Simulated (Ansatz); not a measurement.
AlFH₂S, SMILES [F][AlH][SH], the energy of protonation at one site

Run with Ansatz 0.2.0 through its Python package.

`pa_alfh2s.py`:
```python
"""Proton affinity of AlFH2S at one site."""

import warnings

import ansatz as az
import numpy as np

GEOMETRY = """
F    -1.24950   -1.20760    1.26600
Al   -0.53950   -0.34410   -0.15640
S     1.66470    0.05160   -0.18180
H    -1.35940    0.12830   -1.39780
H     1.53360    1.29820    0.42850
"""

warnings.simplefilter("ignore", az.DeckWarning)

molecule = az.Crystal.molecule()
for line in GEOMETRY.strip().splitlines():
    symbol, *xyz = line.split()
    molecule = molecule.atom(symbol, [float(v) for v in xyz])

model = molecule.calculation()
model = model.basis(gaussian="6-31G*")
model = model.functional("b3lyp", dispersion="d4")
symbols = [site.symbol for site in molecule.cartesian_sites]
start = np.array([site.position_ang for site in molecule.cartesian_sites], dtype=float)
r = model.relax(force_tolerance=0.01).run(threads=1, pin="off").report
end = np.array(r["positions_ang"])

# start the new hydrogen opposite the existing bonds
away = sum((end[2] - end[j]) / np.linalg.norm(end[2] - end[j]) for j in [1, 4]) + np.array([0.15, 0.1, -0.2])
proton = end[2] + 1.4 * away / np.linalg.norm(away)
acid = az.Crystal.molecule()
for symbol, place in zip(symbols, end):
    acid = acid.atom(symbol, place.tolist())
acid = acid.atom("H", proton.tolist())
protonated = (
    acid.calculation()
    .basis(gaussian="6-31G*")
    .functional("b3lyp", dispersion="d4")
    .charge(1)
    .relax(force_tolerance=0.01, max_steps=80)
)
after = protonated.run(threads=1, pin="off").report
xyz = np.array(after["positions_ang"])
reach = np.linalg.norm(xyz[:-1] - xyz[-1], axis=1)
print(f"base {r['free_energy_ev']:.5f} eV, protonated {after['free_energy_ev']:.5f} eV")
print(f"the proton ends {reach.min():.3f} A from {symbols[reach.argmin()]}{reach.argmin()}")
print(f"electronic proton affinity {96.485332 * (r['free_energy_ev'] - after['free_energy_ev']):.1f} kJ/mol")
```

```console
$ python pa_alfh2s.py
base -20184.92297 eV, protonated -20192.69810 eV
the proton ends 1.353 A from S2
electronic proton affinity 750.2 kJ/mol
```

Caveats:
- Total energies depend on the basis set; only differences at equal settings carry meaning.
- The proton is put on one chosen atom, which needn't be the most basic site, so the molecule's proton affinity can be higher; the ends are stationary points, not checked by frequencies, and zero-point and thermal terms count only where printed.
- b3lyp holds the VWN-RPA fit, as in Gaussian; the form of ORCA and Turbomole is b3lyp5.
- Hardware and time: 58 s on 1 thread of Arm Neoverse V1, on a shared host, peak memory 0.2 GiB.

(Lines on the test bed's own set-up are left out of the output.)
